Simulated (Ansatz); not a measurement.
**C2H4F3N: small, medium and large basis sets**

The task here is to estimate one member of a computed series from the others.

Program: Ansatz 0.2.0, Gaussian basis. Level of theory: one geometry, several basis sets. These are calculated values, not measurements.

The runs, in order: PBE0-D4/def2-SVP; ωB97M-V/def2-SVP; PBE0-D4/def2-QZVPP; ωB97M-V/def2-QZVPP; the functionals' def2-TZVPP values are taken from earlier runs.

### The relaxed structure

An earlier PBE0-D4 in a triple-zeta def2 set relaxation fixed the geometry.

10 atoms, charge 0, spin multiplicity 1.

Atoms are counted from 1 here; the program's logs count them from 0.

Bond lengths: N1–C2 1.442 Å, N1–H7 1.011 Å, N1–H8 1.010 Å, C2–C3 1.511 Å, C2–H9 1.099 Å, C2–H10 1.092 Å, C3–F4 1.343 Å, C3–F5 1.332 Å, C3–F6 1.341 Å. Angles: C2–N1–H7 111.3°, C2–N1–H8 111.1°, H7–N1–H8 108.2°, N1–C2–C3 110.4°, N1–C2–H9 115.9°, N1–C2–H10 109.7°, C3–C2–H9 106.3°, C3–C2–H10 106.5°, H9–C2–H10 107.6°, C2–C3–F4 111.2°, C2–C3–F5 112.9°, C2–C3–F6 110.4°, F4–C3–F5 107.4°, F4–C3–F6 107.2°, F5–C3–F6 107.5°.

The first run:

Contents of in.yaml:

```yaml
crystal:
  periodic: [false, false, false]
  atoms:
    - {symbol: N, position_ang: [0.383057, -1.325808, -0.254398]}
    - {symbol: C, position_ang: [0.288027, -0.091829, 0.485372]}
    - {symbol: C, position_ang: [-0.354037, 0.981886, -0.361965]}
    - {symbol: F, position_ang: [-1.575437, 0.606824, -0.776688]}
    - {symbol: F, position_ang: [0.359177, 1.282713, -1.445909]}
    - {symbol: F, position_ang: [-0.504283, 2.109539, 0.348722]}
    - {symbol: H, position_ang: [-0.520220, -1.771042, -0.344544]}
    - {symbol: H, position_ang: [1.009770, -1.973949, 0.199735]}
    - {symbol: H, position_ang: [-0.291859, -0.135685, 1.418264]}
    - {symbol: H, position_ang: [1.288905, 0.266151, 0.734312]}
basis:
  gaussian: {orbitals: def2-SVP}
hamiltonian: {xc: pbe0, dispersion: d4}
output: {orbitals: {seedname: orbitals}}
```

Run with:

```console
> ansatz run in.yaml --threads 4 --pin off --events-out ev --progress --plain --max-ram 10444MiB
```

Steps of the session up to this table: PBE0-D4 in def2-SVP; ωB97M-V in def2-SVP; PBE0-D4 in def2-QZVPP; ωB97M-V in def2-QZVPP.

One table of the session follows, with a row left open; its other results are not shown here.

It belongs to the step «Functionals by basis». 

| functional | basis | HOMO (eV) | LUMO (eV) |
| --- | --- | --- | --- |
| PBE0-D4 | def2-SVP | -7.30 | 1.52 |
| PBE0-D4 | def2-TZVPP | -7.59 | 0.79 |
| PBE0-D4 | def2-QZVPP | -7.65 | 0.40 |
| ωB97M-V | def2-SVP | -9.74 | 3.17 |
| ωB97M-V | def2-TZVPP | -10.03 | 2.19 |
| ωB97M-V | def2-QZVPP | ? | ? |

Q: Estimate the row for ωB97M-V, def2-QZVPP from the others.

**Answer.** HOMO (eV): -10.09; LUMO (eV): 1.57. In the column «HOMO (eV)» it is the lowest.
